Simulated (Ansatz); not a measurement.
The input, for Ansatz 0.2.0:

```yaml
crystal:
  periodic: [false, false, false]
  atoms:
    - {symbol: Al, position_ang: [-0.037782, 0.000000, 1.213636]}
    - {symbol: P, position_ang: [0.089997, 0.000000, -1.105232]}
    - {symbol: H, position_ang: [-0.021055, -1.380168, 1.995550]}
    - {symbol: H, position_ang: [-0.021055, 1.380168, 1.995550]}
    - {symbol: H, position_ang: [-0.856043, -1.048281, -1.257693]}
    - {symbol: H, position_ang: [-0.856043, 1.048281, -1.257693]}
basis:
  gaussian: {orbitals: cc-pVTZ}
total_charge: 1
magnetization: {spin_polarized: true, initial_magnetization: 1}
hamiltonian: {xc: {name: wB97M-V}}
output: {forces: true, orbitals: {seedname: orbitals}}
```

```sh
$ ansatz run in.yaml --threads 2 --pin off --events-out ev --progress --plain --max-ram 15360MiB --backend cuda --devices 0, --max-vram 18GiB
```

**Question.** Roughly how long does this take on 2 threads of AMD EPYC 7R13 with a shared H100 80 GB, shared host, and how much host memory?

**Answer.** 7 s wall and 0.88 GiB.

```
  # Of w^i u^j: cxij and so on, Table III.
  gx(w, u) = 1 - cx + cx01*u + cx10*w
  gss(w, u) = css00 + css04*u^4 + css10*w + css20*w^2 + css43*w^4*u^3
  gos(w, u) = cos00 + cos10*w + (cos20 + cos21*u)*w^2 + (cos60 + cos61*u)*w^6
      + integral(e_c_pw_mod_opposite_spin*gos(b97_w_opposite, b97_u_opposite)) + vv10(b, c)
778 factors; their error is unknown
192 factors; integrals over basis functions are off by at most 1.6e-5 eV
mean field evaluation 1: about -15939.6472 eV, gradient 8.7e0 eV
mean field evaluation 2: about -15940.1117 eV, gradient 3.1e0 eV
mean field evaluation 4: about -15940.1687 eV, gradient 2.7e-1 eV
mean field evaluation 8: about -15940.2249 eV, gradient 1.7e-1 eV
mean field evaluation 16: about -15940.2256 eV, gradient 3.8e-4 eV
mean field -15940.22557957 eV, -585.7924853764 hartree, gradient 4.4e-5 eV, S^2 0.754725; 1 other end points of the search recorded, 0 dependent functions left out
the calculation of the forces begins
reference -15940.22563024 eV, -585.7924872382 hartree; 16, 15 occupied and 108, 109 virtual orbitals, 778 factors
Total energy: -15940.22563024 eV, -585.7924872382 hartree
Atom 0 at    -0.037782     0.000000     1.213636 Å, force     0.626315    -0.000000     2.752799 eV/Å
Atom 1 at     0.089997     0.000000    -1.105232 Å, force    -0.817757    -0.000000    -0.502739 eV/Å
Atom 2 at    -0.021055    -1.380168     1.995550 Å, force    -0.119908     0.032493    -0.679006 eV/Å
Atom 3 at    -0.021055     1.380168     1.995550 Å, force    -0.119908    -0.032493    -0.679006 eV/Å
Atom 4 at    -0.856043    -1.048281    -1.257693 Å, force     0.215630    -0.008370    -0.446023 eV/Å
Atom 5 at    -0.856043     1.048281    -1.257693 Å, force     0.215630     0.008370    -0.446023 eV/Å
Dipole moment:    -0.097887    -0.000000    -0.285455 e Å
```

Forces (eV/Å):
```
Al   0.626  0.000  2.753
P   -0.818  0.000 -0.503
H   -0.120  0.032 -0.679
H   -0.120 -0.032 -0.679
H    0.216 -0.008 -0.446
H    0.216  0.008 -0.446
```
